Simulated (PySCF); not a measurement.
# C2HNO (Cyanoformaldehyde): the cost of one run

Programs: PySCF 2.14.0, with routines of our own; each step states its level. All values are computed. Atoms count from 0.

## Step 1: The system as given

5 atoms, charge 0, multiplicity 1; geometry from: GFN2-xTB.

## Step 2: Geometry optimisation at PBE0/def2-TZVP

What the job is given:

```
{"job": {"xc": "PBE0", "basis": "def2-TZVP", "grid": 1, "kind": "geom"}, "charge": 0, "multiplicity": 1}
N      1.906751    -0.228252     0.569803
C      0.819149    -0.068477     0.251820
C     -0.557180     0.080282    -0.167948
O     -1.195267     1.089680    -0.104060
H     -0.964831    -0.870381    -0.566801
```

The run is started by

```console
OMP_NUM_THREADS=1 python excited_run.py task.json out
```

This one command runs all jobs of the session in turn.

Q: Estimate the wall time and peak memory of this first job on 1 thread of Arm Neoverse V1, shared host.

About 15 s, with a peak of 0.45 GiB.
